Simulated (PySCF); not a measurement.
**Gas-phase XPS of `C=C(F)[S-]`, computed**

Compound: C₂H₂FS (charge -1).
Z-matrix (Å and degrees, PBE0-D3(BJ)/def2-SVP geometry), rows numbered from 1:
```
C 
C   1  1.3597
F   2  1.3827  1  113.03
S   2  1.6972  1  131.38  3   179.90
H   1  1.0945  2  120.36  3     0.02
H   1  1.0899  2  119.94  3  -179.95
```

Theory: delta-SCF UKS SCAN, pcX-2 on the ionised atom, pcseg-1 elsewhere, spin-free X2C in PySCF. Vertical ΔSCF values, vacuum level as zero.

**Question.** What binding energy does each computed site have?

**Answer.** 
```tsv
atom(s)	environment	level	binding energy (eV)	above the level's lowest (eV)	count
C1	carbon bonded to C and 2 H	C 1s	284.40	0.00	1
C2	vinylic C–F carbon	C 1s	287.58	+3.18	1
F3	vinyl fluorine	F 1s	687.03	0.00	1
S4	sulfur bonded to C	S 1s	2469.78	0.00	1
```

Lowest listed C 1s: C1, bonded to C (double bond) and 2 H. Highest, 3.18 eV above it: C2, bonded to F, S and C (double bond).

**Question.** What is the longest wavelength that can ionise C 1s of C1 vertically?

**Answer.** λ = hc/E = 12398.42 eV Å / 284.40 eV = 43.595 Å.

**Question.** Give the binding energy of C 1s of C1 in hartree and in kJ/mol.

**Answer.** 284.40 eV = 10.4515 Eh = 27440 kJ/mol.

Not every level is listed. The unrestricted hole states depart most from a pure doublet (⟨S²⟩ = 0.75; over 0.85 named) for C 1s of C2 (0.92), which makes this value less certain. The species carries charge -1, so core ionisation leaves a neutral species. The basis sets have no added diffuse functions. Isolated species at its PBE0-D3(BJ)/def2-SVP geometry, gas phase. The geometry's basis has no diffuse functions, a weakness for an anion.
